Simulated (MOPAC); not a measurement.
Job for MOPAC: AM1 on FCH3Fts, charge -1. Charge -1.

```
AM1 1SCF PRECISE CHARGE=-1 THREADS=1
CH3F2

F      0.00309800 1    -0.01889200 1    -0.01545600 1
C     -0.00014900 1    -0.00014000 1     1.80785700 1
H      1.06944900 1     0.00170800 1     1.80976100 1
H     -0.53660700 1     0.92513300 1     1.79693500 1
H     -0.53260100 1    -0.92778300 1     1.81705800 1
F     -0.00319100 1     0.01997400 1     3.63184500 1
```

The log:

```
*******************************************************************************
 **                                                                           **
 **                              MOPAC v23.2.5                                **
 **                                                                           **
 *******************************************************************************
 ** MOPAC's Digital Object Identifier: https://doi.org/10.5281/zenodo.6511958 **
 **                                                                           **
 ** Please cite the open-source release paper for use of this MOPAC version:  **
 ** J. E. Moussa and J. J. P. Stewart (2026)                                  **
 ** MOPAC: An open-source semiempirical molecular orbital program             **
 ** J. Open Source Softw., 11(119), 8025, https://doi.org/10.21105/joss.08025 **
 *******************************************************************************

                              AM1 CALCULATION RESULTS

 *******************************************************************************
 *  AM1        - The AM1 Hamiltonian to be used
 *
 *
 *
 *                 CHARGE ON SYSTEM = -1
 *
 *
 *
 *  PRECISE    - TIGHTER CRITERIA TO BE USED
 *  1SCF       - DO 1 SCF AND THEN STOP
 *  THREADS=1  - MULTI-THREADING NOT USED
 *  T=         - A TIME OF 172800.0 SECONDS REQUESTED
 *  DUMP=N     - RESTART FILE WRITTEN EVERY 7200.0 SECONDS REQUESTED
 *******************************************************************************
AM1 1SCF PRECISE CHARGE=-1 THREADS=1
 CH3F2

   ATOM   CHEMICAL          X               Y               Z
  NUMBER   SYMBOL      (ANGSTROMS)     (ANGSTROMS)     (ANGSTROMS)

     1       F          0.00309800  *  -0.01889200  *  -0.01545600  *
     2       C         -0.00014900  *  -0.00014000  *   1.80785700  *
     3       H          1.06944900  *   0.00170800  *   1.80976100  *
     4       H         -0.53660700  *   0.92513300  *   1.79693500  *
     5       H         -0.53260100  *  -0.92778300  *   1.81705800  *
     6       F         -0.00319100  *   0.01997400  *   3.63184500  *



          CARTESIAN COORDINATES

    NO.       ATOM           X           Y           Z

     1         F          0.0031     -0.0189     -0.0155
     2         C         -0.0001     -0.0001      1.8079
     3         H          1.0694      0.0017      1.8098
     4         H         -0.5366      0.9251      1.7969
     5         H         -0.5326     -0.9278      1.8171
     6         F         -0.0032      0.0200      3.6318

  H: (AM1): M.J.S. DEWAR ET AL, J. AM. CHEM. SOC. 107 3902-3909 (1985)
  C: (AM1): M.J.S. DEWAR ET AL, J. AM. CHEM. SOC. 107 3902-3909 (1985)
  F: (AM1): M.J.S. DEWAR AND E. G. ZOEBISCH, THEOCHEM, 180, 1 (1988).

           Empirical Formula: C H3 F2  =     6 atoms



      MOLECULAR POINT GROUP   :   D3h


      RHF CALCULATION, NO. OF DOUBLY OCCUPIED LEVELS = 11


 -------------------------------------------------------------------------------
 AM1 1SCF PRECISE CHARGE=-1 THREADS=1
 CH3F2



     1SCF WAS SPECIFIED, SO BFGS WAS NOT USED
     SCF FIELD WAS ACHIEVED


                              AM1 CALCULATION
                                                       MOPAC v23.2.5 Linux




          FINAL HEAT OF FORMATION =        -23.58473 KCAL/MOL =     -98.67852 KJ/MOL


          COSMO AREA              =         83.51 SQUARE ANGSTROMS
          COSMO VOLUME            =         62.71 CUBIC ANGSTROMS

          IONIZATION POTENTIAL    =          3.241721 EV
          HOMO LUMO ENERGIES (EV) =         -3.242  8.489
          NO. OF FILLED LEVELS    =         11
          MOLECULAR WEIGHT        =         53.0315         POINT GROUP:  D3h

          MOLECULAR DIMENSIONS (Angstroms)

            Atom       Atom       Distance
            F     6    F     1     3.64751
            H     4    H     5     1.85303
            H     3    H     4     1.60406


          SCF CALCULATIONS        =          1





   ATOM   CHEMICAL          X               Y               Z
  NUMBER   SYMBOL      (ANGSTROMS)     (ANGSTROMS)     (ANGSTROMS)

     1       F          0.00309800  *  -0.01889200  *  -0.01545600  *
     2       C         -0.00014900  *  -0.00014000  *   1.80785700  *
     3       H          1.06944900  *   0.00170800  *   1.80976100  *
     4       H         -0.53660700  *   0.92513300  *   1.79693500  *
     5       H         -0.53260100  *  -0.92778300  *   1.81705800  *
     6       F         -0.00319100  *   0.01997400  *   3.63184500  *

                             CARTESIAN COORDINATES

   1    F        0.003098000    -0.018892000    -0.015456000
   2    C       -0.000149000    -0.000140000     1.807857000
   3    H        1.069449000     0.001708000     1.809761000
   4    H       -0.536607000     0.925133000     1.796935000
   5    H       -0.532601000    -0.927783000     1.817058000
   6    F       -0.003191000     0.019974000     3.631845000


           Empirical Formula: C H3 F2  =     6 atoms



      MOLECULAR POINT GROUP   :   D3h


                  EIGENVALUES
 -35.94928 -35.67447 -22.20157  -9.31993  -9.31654  -7.72777  -5.27665  -5.27662
  -4.82600  -4.82570  -3.24172   8.48878   9.85872  10.19022  10.19265


              NET ATOMIC CHARGES AND DIPOLE CONTRIBUTIONS

  ATOM NO.   TYPE          CHARGE      No. of ELECS.   s-Pop       p-Pop
    1          F          -0.675122        7.6751     1.98785     5.68728
    2          C           0.153729        3.8463     1.26243     2.58384
    3          H           0.065640        0.9344     0.93436
    4          H           0.065788        0.9342     0.93421
    5          H           0.065675        0.9343     0.93433
    6          F          -0.675710        7.6757     1.98788     5.68783
 DIPOLE           X         Y         Z       TOTAL
 POINT-CHG.    -0.000    -0.002    -0.006     0.006
 HYBRID         0.000    -0.000     0.000     0.000
 SUM           -0.000    -0.002    -0.006     0.006


          ATOMIC ORBITAL ELECTRON POPULATIONS

     Atom    s        px        py        pz
    1  F   1.98785   1.99934   1.99931   1.68863
    2  C   1.26243   0.98026   0.98014   0.62344
    3  H   0.93436
    4  H   0.93421
    5  H   0.93433
    6  F   1.98788   1.99934   1.99931   1.68918

 **********************
 *                    *
 * JOB ENDED NORMALLY *
 *                    *
 **********************




 == MOPAC DONE ==
```

The run finished.

Cost: very roughly 0.04 core-seconds.
